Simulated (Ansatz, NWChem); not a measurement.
**Heat of formation of C4H6 (1-butyne) from total energies**

C4H6 has 10 atoms, charge 0, and is taken as a singlet. SMILES: `C#CCC`. The shape is that of a PBE0-D4/def2-TZVP optimisation.

Total energies at HF/3-21G (NWChem 7.3.0); the atoms run unrestricted:

| species | state | energy (Eh) |
| --- | --- | --- |
| C4H6 | singlet | -154.043707 |
| C | triplet | -37.481070 |
| H | doublet | -0.496199 |

Harmonic wavenumbers at PBE0-D4/def2-TZVP, in cm⁻¹: 203, 222, 368, 527, 670, 677, 785, 863, 1044, 1092, 1104, 1285, 1347, 1404, 1467, 1487, 1497, 2239, 3047, 3060, 3079, 3138, 3143, 3484.

Measured heats of formation of the gaseous atoms at 298.15 K, in kJ/mol: C 716.9, H 218.0. Spin-orbit lowering of the atoms at 298 K (mean of the ground term's levels less their thermal mean, from spectra), in kJ/mol: C 0.02. Take 1 Eh = 2625.50 kJ/mol, 1 cm⁻¹ = 0.0119627 kJ/mol, RT = 2.479 kJ/mol.

Q: What heat of formation follows?

A: 
1. Electronic atomisation energy: 4 × (-37.481070) + 6 × (-0.496199) − (-154.043707) = 1.142233 Eh = 2998.9 kJ/mol.
2. Zero-point energy: half the sum of the wavenumbers, 18616 cm⁻¹ = 222.7 kJ/mol.
3. Thermal vibrational enthalpy, Σ hcν̃/(exp(hcν̃/kT) − 1): 5.6 kJ/mol. Translation, rotation and pV of a non-linear molecule: 4 RT = 9.9 kJ/mol.
4. The 10 free atoms carry 5/2 RT each: 62.0 kJ/mol.
5. Spin-orbit coupling lowers the free atoms by 4 × 0.02 = 0.1 kJ/mol.
6. Atomisation enthalpy at 298 K: 2998.9 − 0.1 − 222.7 − 5.6 − 9.9 + 62.0 = 2822.6 kJ/mol.
7. Sum of the atoms' heats of formation: 4175.6 kJ/mol. Heat of formation: 4175.6 − 2822.6 = +1353.0 kJ/mol.

The tabulated value is +165.4 kJ/mol (Active Thermochemical Tables), so this level is off by +1187.6 kJ/mol, or 29.6 % of the atomisation enthalpy that the table implies (4010.1 kJ/mol). Hartree–Fock leaves out correlation, which is larger in the molecule than in the atoms, so it underbinds and puts the heat of formation too high. A basis without polarisation functions underbinds badly. Anharmonicity and any spin-orbit splitting of the molecule are left out.
